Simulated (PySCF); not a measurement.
# One shape, several levels: BNH4 (SMILES BN)

Wanted: a comparison of 4 runs (HF/STO-3G, HF/3-21G, B3LYP/6-31G*, SCS-MP2/def2-TZVPP) of BNH4. The job is set up through a Python script.

The calculation is run with PySCF 2.14.0.

2 further runs of the same task are left out: 2 set aside as unsound or not needed.

### Step 1. The molecule

The species is BNH4 (6 atoms), meant as a singlet with charge 0. SMILES: `BN`. Geometry: relaxed at PBE0-D4/def2-TZVP.

Bond lengths: B1–N2 1.385 Å, B1–H3 1.197 Å, B1–H4 1.197 Å, N2–H5 1.006 Å, N2–H6 1.006 Å. Angles: B1–N2–H5 123.2°, B1–N2–H6 123.2°, N2–B1–H3 119.0°, N2–B1–H4 119.0°, H5–N2–H6 113.5°, H3–B1–H4 122.0°.

### Step 2. A single-point energy at HF/STO-3G (run 1)

Input file run.py:

```python
from pyscf import gto, scf

mol = gto.M(
    atom=[
    ('B', (-0.128200, -0.679600, -0.025600)),
    ('N', (0.146100, 0.677400, 0.010800)),
    ('H', (0.225800, -1.368000, 0.887500)),
    ('H', (-0.712000, -1.128700, -0.969200)),
    ('H', (-0.121600, 1.313700, -0.720800)),
    ('H', (0.632000, 1.121400, 0.771300)),
],
    basis='sto-3g',
    max_memory=1860,
    verbose=3,
)

calc0 = scf.RHF(mol)
calc0.conv_tol = 1e-10
calc0.kernel()
if not calc0.converged:
    calc0 = calc0.newton().run(calc0.mo_coeff, calc0.mo_occ)

e_tot = calc0.e_tot
print('E = %.10f Eh' % e_tot)
```

Launch:

```sh
$ OMP_NUM_THREADS=1 python run.py
```

Log:

```text
converged SCF energy = -80.4635818640653
E = -80.4635818641 Eh
```

Wall time 1.4 s (1 thread of Intel Xeon at 2.70GHz, shared host); peak memory 0.099 GiB.

### Step 3. A single-point energy at HF/3-21G (run 2)

Input file job.py:

```python
from pyscf import gto

mol = gto.Mole()
mol.atom = '''
B     -0.128200    -0.679600    -0.025600
N      0.146100     0.677400     0.010800
H      0.225800    -1.368000     0.887500
H     -0.712000    -1.128700    -0.969200
H     -0.121600     1.313700    -0.720800
H      0.632000     1.121400     0.771300
'''
mol.max_memory = 1860
mol.verbose = 3
mol.basis = '3-21g'
mol.build()

mf = mol.RHF()
mf.conv_tol = 1e-10
mf.kernel()
if not mf.converged:
    mf = mf.newton().run(mf.mo_coeff, mf.mo_occ)

energy = mf.e_tot
print(f'total energy: {energy:.8f} hartree')
```

Launch:

```sh
$ OMP_NUM_THREADS=1 python job.py
```

Log:

```text
converged SCF energy = -81.0430936327308
total energy: -81.04309363 hartree
```

It took 1.6 s on 1 thread of Intel Xeon at 2.70GHz, shared host; peak memory 0.12 GiB.

Run 3 isn't shown in full; the table further down has it.

### Step 4. A single-point energy at SCS-MP2/def2-TZVPP (run 4)

Input file input.py:

```python
# BN
from pyscf import gto, scf, mp

mol = gto.Mole()
mol.atom = [
    ('B', (-0.128200, -0.679600, -0.025600)),
    ('N', (0.146100, 0.677400, 0.010800)),
    ('H', (0.225800, -1.368000, 0.887500)),
    ('H', (-0.712000, -1.128700, -0.969200)),
    ('H', (-0.121600, 1.313700, -0.720800)),
    ('H', (0.632000, 1.121400, 0.771300)),
]
mol.verbose = 4
mol.basis = 'def2-tzvpp'
mol.max_memory = 1860
mol.build()

calc0 = scf.RHF(mol)
calc0.conv_tol = 1e-10
calc0.kernel()
if not calc0.converged:
    calc0 = calc0.newton().run(calc0.mo_coeff, calc0.mo_occ)

pt = mp.MP2(calc0, frozen=2).run()
etot = calc0.e_tot + 1.2 * pt.e_corr_os + pt.e_corr_ss / 3
print('E(%s) = %.9f' % ('SCS-MP2', etot))
```

Launch:

```sh
$ OMP_NUM_THREADS=1 python input.py
```

Log:

```text
PySCF version 2.14.0

[INPUT] num. atoms = 6
[INPUT] num. electrons = 16
[INPUT] charge = 0
[INPUT] spin (= nelec alpha-beta = 2S) = 0
[INPUT] symmetry False subgroup None
[INPUT] Mole.unit = angstrom
[INPUT] Symbol           X                Y                Z      unit          X                Y                Z       unit  Magmom
[INPUT]  1 B     -0.128200000000  -0.679600000000  -0.025600000000 AA   -0.242262889169  -1.284257874254  -0.048376988789 Bohr   0.0
[INPUT]  2 N      0.146100000000   0.677400000000   0.010800000000 AA    0.276088986799   1.280100476780   0.020409042145 Bohr   0.0
[INPUT]  3 H      0.225800000000  -1.368000000000   0.887500000000 AA    0.426700158927  -2.585145338405   1.677131935551 Bohr   0.0
[INPUT]  4 H     -0.712000000000  -1.128700000000  -0.969200000000 AA   -1.345485000690  -2.132933876797  -1.831522559928 Bohr   0.0
[INPUT]  5 H     -0.121600000000   1.313700000000  -0.720800000000 AA   -0.229790696747   2.482533209841  -1.362114590586 Bohr   0.0
[INPUT]  6 H      0.632000000000   1.121400000000   0.771300000000 AA    1.194306910725   2.119138876087   1.457545759877 Bohr   0.0

nuclear repulsion = 32.3160930632083
number of shells = 46
number of NR pGTOs = 156
number of NR cGTOs = 118
basis = def2-tzvpp
ecp = {}

******** <class 'pyscf.scf.hf.RHF'> ********
method = RHF
initial guess = minao
damping factor = 0
level_shift factor = 0
DIIS = <class 'pyscf.scf.diis.CDIIS'>
diis_start_cycle = 1
diis_space = 8
diis_damp = 0
SCF conv_tol = 1e-10
SCF conv_tol_grad = None
SCF max_cycles = 50
direct_scf = True
direct_scf_tol = 1e-13
Set gradient conv threshold to 1e-05
Initial guess from minao.
init E= -81.5516996338678
  HOMO = -0.34482818515334  LUMO = 0.0469018250511759  gap/eV = 10.65952
cycle= 1 E= -81.505751455311  delta_E= 0.0459  |g|= 0.257  |ddm|= 1.47
  HOMO = -0.438562323077131  LUMO = 0.11950940400344  gap/eV = 15.18591
cycle= 2 E= -81.5279054003409  delta_E= -0.0222  |g|= 0.0659  |ddm|= 0.232
  HOMO = -0.449677307980266  LUMO = 0.118749380355776  gap/eV = 15.46768
cycle= 3 E= -81.5294614607162  delta_E= -0.00156  |g|= 0.0284  |ddm|= 0.0778
  HOMO = -0.438860692288134  LUMO = 0.120951517825575  gap/eV = 15.23327
cycle= 4 E= -81.529661430824  delta_E= -0.0002  |g|= 0.00553  |ddm|= 0.0222
  HOMO = -0.440143603458099  LUMO = 0.120960177516882  gap/eV = 15.26841
cycle= 5 E= -81.5296711637222  delta_E= -9.73e-06  |g|= 0.000973  |ddm|= 0.00602
  HOMO = -0.440210391439145  LUMO = 0.120852053203247  gap/eV = 15.26729
cycle= 6 E= -81.5296717081974  delta_E= -5.44e-07  |g|= 0.000256  |ddm|= 0.00203
  HOMO = -0.440165318289731  LUMO = 0.120880591718017  gap/eV = 15.26684
cycle= 7 E= -81.5296717623587  delta_E= -5.42e-08  |g|= 8.14e-05  |ddm|= 0.000635
  HOMO = -0.440169154280767  LUMO = 0.120869726453867  gap/eV = 15.26665
cycle= 8 E= -81.529671766818  delta_E= -4.46e-09  |g|= 1.99e-05  |ddm|= 0.00016
  HOMO = -0.440170198311336  LUMO = 0.120869090654043  gap/eV = 15.26666
cycle= 9 E= -81.5296717671397  delta_E= -3.22e-10  |g|= 3.42e-06  |ddm|= 3.19e-05
  HOMO = -0.440170544435459  LUMO = 0.12086881951802  gap/eV = 15.26666
cycle= 10 E= -81.5296717671474  delta_E= -7.7e-12  |g|= 5.08e-07  |ddm|= 5.2e-06
  HOMO = -0.440170541992156  LUMO = 0.120868830213561  gap/eV = 15.26666
Extra cycle  E= -81.529671767148  delta_E= -5.97e-13  |g|= 2.03e-07  |ddm|= 7.1e-07
converged SCF energy = -81.529671767148

******** <class 'pyscf.mp.mp2.RMP2'> ********
nocc = 6, nmo = 116
frozen orbitals 2
E(RMP2) = -81.856368534515  E_corr = -0.326696767367015
E(SCS-RMP2) = -81.8624321104752  E_corr = -0.33276034332717
E_corr(same-spin) = -0.0683951278999009
E_corr(oppo-spin) = -0.258301639467114
E(SCS-MP2) = -81.862432110
```

Run time: 6 s. Hardware: 1 thread of Intel Xeon at 2.70GHz, shared host; peak memory 0.34 GiB.

### Step 5. All runs side by side

```csv
run,level,integration grid,frozen core orbitals,energy (Eh),dipole moment (D) of the reference,HOMO energy (eV),LUMO energy (eV),wall time
1,HF/STO-3G,–,–,-80.463582,1.73,-10.29,9.17,1.4 s
2,HF/3-21G,–,–,-81.043094,2.07,-11.85,4.72,1.6 s
3,B3LYP/6-31G* (spherical functions),5,–,-82.037660,2.15,-8.04,0.71,7.5 s
4,SCS-MP2/def2-TZVPP,–,2,-81.862432,1.73,-11.98,3.29,6 s
```

### Step 6. What came out

```
                                          quantity         value
                               run 4: total energy  -81.86243 Eh
       run 4: dipole moment (Hartree–Fock density)        1.73 D
        run 4: HOMO energy (Hartree–Fock orbitals)     -11.98 eV
        run 4: LUMO energy (Hartree–Fock orbitals)       3.29 eV
      run 4: HOMO–LUMO gap (Hartree–Fock orbitals)      15.27 eV
run 4: correlation energy (2 core orbitals frozen)    -332.8 mEh
```

**Reading.** Over runs 1, 2, 3 the dipole moment (its size) runs from 1.73 D (HF/STO-3G) to 2.15 D (B3LYP/6-31G*). The two ends differ in method and basis. Over runs 1, 2, 3 the HOMO–LUMO gap runs from 8.74 eV (B3LYP/6-31G*) to 19.46 eV (HF/STO-3G). In run 1 the basis is minimal, so the values are rough. All runs together took 17 s, the longest 7.5 s.
